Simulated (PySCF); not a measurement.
# Worked example: chemical shift, span and skew from a shielding tensor

CH3O, SMILES C=[OH+], charge +1. Atoms are numbered in the order given.

```xyz
5

C      0.0340    -0.6237     0.0000
O     -0.1305     0.6098     0.0000
H     -0.8750    -1.2245     0.0000
H      1.0294    -1.0721     0.0000
H      0.6854     1.1609     0.0000
```
Charge +1, spin multiplicity 1.

Coordinates come from a B3LYP-D3(BJ)/def2-TZVP optimisation. The isomer is the one that the SMILES or the coordinates give; other isomers of the formula were not compared.

GIAO shieldings from KT2/pcSseg-2 (PySCF), non-relativistic, no solvent. The symmetric part of the tensor of C1 has the principal values -169.7, -88.6, 114.9 ppm. The same nucleus in TMS has σ = 184.2 ppm at this level (PySCF, at its B3LYP-D3(BJ)/def2-TZVP geometry).

**Question.** Work out the isotropic shielding, the ¹³C shift against TMS, the span and the skew.

**Answer.** 
σ(iso) = (σ11 + σ22 + σ33)/3 = -47.8 ppm. δ = σ(ref) − σ(iso) = 184.2 − (-47.8) = 232.0 ppm.
Span Ω = σ33 − σ11 = 284.6 ppm. Skew κ = 3(σ(iso) − σ22)/Ω = 0.43. Tumbling in solution averages the tensor to δ; in a static solid the shielding alone would spread this spin-1/2 line over Ω.
